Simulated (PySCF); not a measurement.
Molecule: vinyl ether (C=COC=C, C4H6O).

Geometry (Å), atoms numbered from 1 in this order:
```xyz
11

C    -2.351   -0.219    0.058
C    -1.069   -0.465    0.277
O    -0.089    0.324   -0.228
C     1.200    0.006    0.042
C     2.210    0.726   -0.419
H    -3.109   -0.857    0.469
H    -2.664    0.622   -0.534
H    -0.737   -1.311    0.872
H     1.352   -0.876    0.660
H     3.224    0.462   -0.191
H     2.039    1.592   -1.032
```

Frames of a GFN2-xTB Langevin trajectory at 300 K; GIAO PBE0/pcSseg-1 shieldings in PySCF 2.14.0 with density-fitted response routines, gas phase, non-relativistic; equivalent atoms averaged within each frame.

Shifts are taken against calculated references (same method and geometry level): TMS for 13C (σ = 186.93 ppm), 1H (σ = 31.72 ppm); 17O (σ = 336.08 ppm) vs H2O. The references are static minima.

How do the shifts (ppm) fluctuate along the trajectory?

## Answers


```
         time (fs)  C2/C4  C1/C5     O3  H8/H9  H7/H11  H6/H10
optimised geometry  157.8   96.4  202.5   6.52    4.84    4.39
               250  160.4  100.8  208.5   7.18    5.09    4.63
               425  163.0  102.2  203.3   7.27    5.04    4.28
               625  157.7  101.2  207.0   6.90    5.29    4.22
               800  157.0   96.8  184.9   6.38    4.20    4.02
              1000  156.0   96.3  214.1   6.01    5.23    4.44
    mean of frames  158.8   99.5  203.6   6.75    4.97    4.32
standard deviation    2.9    2.7   11.1   0.54    0.44    0.23
```

5 frames give an uncertainty of the mean of about the standard deviation over 2.2 at best, since frames this close in time may not be independent; classical motion lacks zero-point vibration, and the reference would need the same averaging.
